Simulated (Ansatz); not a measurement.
**SiH₃+ (singlet): wave-function methods side by side, cc-pVTZ**

The task here is to estimate one member of a computed series from the others.

Computed with Ansatz 0.2.0, Gaussian basis. Level: cc-pVTZ, core rule «outside noble gas», up to 5 orbitals frozen.

To be run: UHF; CCSD(T) on RHF; CCSD(T) on UHF; BCCD(T) on RHF; CCSDT(Q) on RHF; CCSDT(Q) on UHF; CASSCF and MRCISD+Q, 6 electrons in 7 orbitals; CASSCF and NEVPT2, 6 electrons in 7 orbitals.

15 further runs of the same task are left out: 2 for a known fault of the program, 3 that didn't finish, 10 set aside as unsound or not needed.

**What is computed**

The geometry is a PBE0/def2-TZVP stationary point (not a proven minimum) of the parent state, kept for this charge and spin.

4 atoms, charge 1, spin multiplicity 1.

Atoms are counted from 1 here; the program's logs count them from 0.

Bond lengths: Si1–H2 1.492 Å, Si1–H3 1.694 Å, Si1–H4 1.694 Å. Angles: H2–Si1–H3 105.3°, H2–Si1–H4 105.3°, H3–Si1–H4 30.1°.

The first run:

Contents of in.yaml:

```yaml
crystal:
  periodic: [false, false, false]
  atoms:
    - {symbol: Si, position_ang: [0.000000, 0.067650, -0.078712]}
    - {symbol: H, position_ang: [0.000000, -1.225497, -0.823444]}
    - {symbol: H, position_ang: [0.439321, -0.329762, 1.508342]}
    - {symbol: H, position_ang: [-0.439321, -0.329762, 1.508342]}
basis:
  gaussian: {orbitals: cc-pVTZ}
total_charge: 1
magnetization: {spin_polarized: true, initial_magnetization: 0}
hamiltonian: {xc: hf}
output: {orbitals: {seedname: orbitals}}
```

Launch:

```console
> ansatz run in.yaml --threads 1 --pin off --events-out ev --progress --plain --max-ram 2393MiB
```

Among the steps run: UHF; CCSD(T) on RHF; CCSD(T) on UHF; BCCD(T) on RHF; CCSDT(Q) on RHF; CCSDT(Q) on UHF; CASSCF and MRCISD+Q, 6 electrons in 7 orbitals; CASSCF and NEVPT2, 6 electrons in 7 orbitals.

One table of the session follows, with a row left open; its other results are not shown here.

```
          method  from RCCSDT(Q) (kJ/mol)
             RHF                   +385.4
             UHF                   +349.3
            RMP2                    +90.2
            UMP2                    +97.6
           RCCSD                    +11.2
           UCCSD                    +13.7
        RCCSD(T)                     +2.3
        UCCSD(T)                     +4.4
         BCCD(T)                     +2.3
          RCCSDT                     +0.4
          UCCSDT                     +0.7
       RCCSDT(Q)                        0
       UCCSDT(Q)                     +0.2
  CASSCF valence                        ?
  NEVPT2 valence                    +58.6
  MRCISD valence                     +9.2
MRCISD+Q valence                     +2.6
```

Q: Estimate the row for CASSCF valence from the others.

**Answer.** from RCCSDT(Q) (kJ/mol): +191.5. In the column «from RCCSDT(Q) (kJ/mol)» it lies between UMP2 (+97.6) and UHF (+349.3).

Caveats from the session: The determinant is far from a pure spin state, so its energy mixes those of several spin states (harmless only where they are near-degenerate, as at dissociation). Restricted and unrestricted rows rest on different reference determinants; where their highest levels disagree by more than a few hundredths of an eV, they describe different states and don't form one ladder.
